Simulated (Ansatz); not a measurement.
Cost and result for the atomization energy of C$_{5}$H$_{4}$ (`C=C=C1C=C1`) (9 atoms, 9 bonds).

```xyz
9

C    -1.931   -0.757   -0.587
C    -0.761   -0.298   -0.232
C     0.393    0.155    0.119
C     1.444    1.149    0.124
C     1.656    0.066    0.819
H    -2.062   -1.358   -1.484
H    -2.826   -0.558   -0.002
H     1.786    2.112   -0.220
H     2.301   -0.511    1.462
```

The species carries charge 0 and has multiplicity 1. The geometry is a stationary point of PBE0-D4/def2-TZVP. Program: Ansatz. All runs use 2 threads of an Intel Xeon 6975P-C on a shared host. Times are those of one run each, without the atoms' runs, and a repeat can differ threefold. Electronic energies, without spin–orbit coupling; frozen cores. CCSD(T)/CBS adds CCSD(T) − MP2 in def2-TZVPP to the MP2 limit, and its time is that of the two runs behind it. T1 = 0.013. B3LYP takes the VWN-RPA correlation (the form of Gaussian; ORCA's B3LYP/G).

CCSD(T)/CBS is a level of theory with its own doubt, some kJ/mol a heavy atom from the limit and from the frozen cores, so smaller differences don't rank the functionals.

```csv
level,functions,wall time
revPBE-D4/def2-TZVPP,211,1.4 s
BHLYP-D4/def2-TZVPP,211,1.8 s
PBE0-D4/def2-TZVPP,211,2.2 s
CCSD(T)/def2-SVP,90,2.8 s
B3LYP-D4/def2-TZVPP (with forces),211,2.9 s
r2SCAN-D4/def2-TZVPP (with forces),211,3 s
B2PLYP/def2-TZVPP,211,3.7 s
ωB97X-V/def2-TZVPP,211,4.1 s
B97M-V/def2-TZVPP,211,5 s
ωB97M-V/def2-TZVPP (with forces),211,6 s
MP2/def2-QZVPP,405,18 s
CCSD(T)/def2-TZVPP,211,34 s
CCSD(T)/CBS(def2),–,52 s
```

**Question.** What atomization energy does each give, and how far from CCSD(T)/CBS? (An estimate is asked.)

**Answer.** Computed: 
```csv
level,atomization (kcal/mol),difference from CCSD(T)/CBS,per bond
revPBE-D4/def2-TZVPP,983.7,22.5,2.5
BHLYP-D4/def2-TZVPP,931.6,-29.6,-3.3
PBE0-D4/def2-TZVPP,986.2,25.0,2.8
CCSD(T)/def2-SVP,926.6,-34.6,-3.8
B3LYP-D4/def2-TZVPP (with forces),970.4,9.2,1.0
r2SCAN-D4/def2-TZVPP (with forces),975.8,14.6,1.6
B2PLYP/def2-TZVPP,960.5,-0.7,-0.1
ωB97X-V/def2-TZVPP,965.4,4.2,0.5
B97M-V/def2-TZVPP,973.9,12.7,1.4
ωB97M-V/def2-TZVPP (with forces),969.7,8.5,0.9
MP2/def2-QZVPP,978.7,17.5,2.0
CCSD(T)/def2-TZVPP,936.3,-24.9,-2.8
CCSD(T)/CBS(def2),961.2,0.0,0.0
```

The D4 term adds +5.9 kcal/mol with B3LYP and +3.1 kcal/mol with PBE0; it sums over pairs of atoms, weighted by their polarisabilities, and B3LYP, whose exchange is more repulsive, gets the larger term. From BLYP to BHLYP (50 % exact exchange), in def2-TZVPP and without D4, the atomization energy moves by −39.5 kcal/mol: exact exchange takes away binding that semilocal exchange gives to molecules. At CCSD(T), def2-SVP lies −34.6 kcal/mol from the extrapolated value and def2-TZVPP −24.8 kcal/mol: correlation converges slowly with the basis, and small sets miss more of it in the bonded molecule than in its fragments.
